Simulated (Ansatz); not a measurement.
MgO₂⁻, relaxed as a doublet with UKS r2SCAN-D4/def2-TZVPD in Ansatz, starting from the GFN2-xTB geometry. Force threshold 0.02 eV/Å.

The highest occupied level of the charge -1 doublet lies above zero (up to 0.21 eV). By energy differences its removal costs 2.29 eV (vertical, to the charge 0 triplet, at r2SCAN-D4/def2-TZVPD); a positive level beside a positive removal energy at the same level points to self-interaction error. The relaxation made no stability test and no search for a lower SCF solution. The structure comes from a short search, and lower isomers may exist.

Start:

```xyz
3

Mg   -0.328   -0.029    0.001
O     0.252   -1.044   -1.240
O     0.075    1.072    1.239
```

Question: Estimate the energy that the relaxation releases and the steps that it takes.

Answer: 0.56 eV, in 4 steps; 6.5 s on 4 threads of Arm Neoverse V1 on a shared host. No frequencies were taken in this run, so the end may be a saddle point.

Question: Does the start keep its bonding and symmetry?

Answer: By distances, no bond broke or formed. The bond that changes most is Mg1–O3, from 1.70 to 1.84 Å (atoms count from 1). Point group C2v at the start, D∞h at the end, both within 0.05 Å.

Question: Predict the relaxed structure.

Answer: 
```xyz
3

Mg   -0.0033   -0.0003    0.0000
O     0.1012   -1.1904   -1.3945
O    -0.0979    1.1907    1.3945
```
Bond lengths: 2 × Mg–O 1.84 Å.
